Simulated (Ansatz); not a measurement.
C2H4S (`C=CS`): measurement beside calculation (Ansatz, PBE0-D4/def2-TZVP geometry).

```xyz
7

C     1.054    0.403    0.172
C    -0.086   -0.150   -0.221
S    -1.569   -0.077    0.707
H     1.143    0.947    1.106
H     1.939    0.322   -0.445
H    -0.150   -0.689   -1.159
H    -2.331   -0.756   -0.160
```

Measured: 0.896 ± 0.003 D (total dipole, syn isomer, ground vibrational state, Stark effect, microwave). Source: Submillimeter spectroscopy and astronomical searches of vinyl mercaptan, C$_2$H$_3$SH, 2019 (arxiv:1902.05833).

| functional (def2-TZVPP) | dipole (D) | error (D) |
| --- | --- | --- |
| PBE | 1.11 | 0.21 |
| r2SCAN | 1.17 | 0.27 |
| B3LYP | 1.12 | 0.23 |
| ωB97M-V | 1.14 | 0.24 |

The measured dipole is a vibrational average; the computed one belongs to the fixed geometry.

Measured: 49816.0376 ± 0.0011 MHz (A0, syn isomer, ground vibrational state, Watson S reduction, millimeter-wave and FT microwave spectroscopy); 5835.708685 ± 9.2e-05 MHz (B0, syn isomer, ground vibrational state, Watson S reduction, millimeter-wave and FT microwave spectroscopy); 5222.075531 ± 8.5e-05 MHz (C0, syn isomer, ground vibrational state, Watson S reduction, millimeter-wave and FT microwave spectroscopy). Source: Submillimeter spectroscopy and astronomical searches of vinyl mercaptan, C$_2$H$_3$SH, 2019 (arxiv:1902.05833).

```
constant  measured (MHz)  computed (MHz)  error (%)
       A           49816           51026        2.4
       B            5836            5914        1.3
       C            5222            5300        1.5
```

Computed constants are equilibrium values for the main isotopes; measured ground-state ones include zero-point motion, which usually lowers them by up to about 1 %.

B3LYP here is the variant with VWN-RPA as its local correlation; programs differ in this.
